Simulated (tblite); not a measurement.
A structure optimised at GFN2-xTB (Å):
```
atom  x, y, z in Å
C1     2.5550    0.3515    0.3511
C2     1.5948    0.0990   -0.3300
P3     0.3732   -0.2884   -1.5340
C4    -0.9809   -0.2767   -0.5301
C5    -1.1407   -0.0235    0.9249
F6    -2.1625   -0.5485   -1.1423
H7     3.3515    0.5770    0.9990
H8    -0.1784    0.1900    1.3802
H9    -1.5880   -0.8954    1.4053
H10   -1.8154    0.8197    1.0823
```

Neutral, closed shell.

Q: Which heavy atoms are bonded, and with what formal order?

A: C1–C2 1.20 Å (triple); C2–P3 1.76 Å (single); P3–C4 1.69 Å (double); C4–C5 1.49 Å (single); C4–F6 1.36 Å (single). Bonds to hydrogen (Å): C1–H7 1.05; C5–H8 1.09; C5–H9 1.09; C5–H10 1.09. The orders are those of one drawing; other resonance forms can be drawn.

Q: Give the structure as a SMILES string.

A: `C#C/P=C(\C)F`, C4H4FP. Among its features: alkyne and C–F bond.

Q: What is the point group of this geometry?

A: Cs (every atom within 0.08 Å of its image).

Q: Classify the heavy atoms.

A: C1: terminal alkyne carbon; C2: alkyne carbon; P3: phosphorus bonded to 2 C; C4: carbon bonded to C, F and P; C5: methyl carbon; F6: fluorine bonded to C.

Q: What is the arrangement about C1?

A: It has 2 neighbours (C2, H7) and is almost linear (angle 176.3°).

Q: What is the arrangement about P3?

A: It has 2 neighbours (C2, C4) and is bent (angle 98.6°).

The numbers are calculated, not measured.
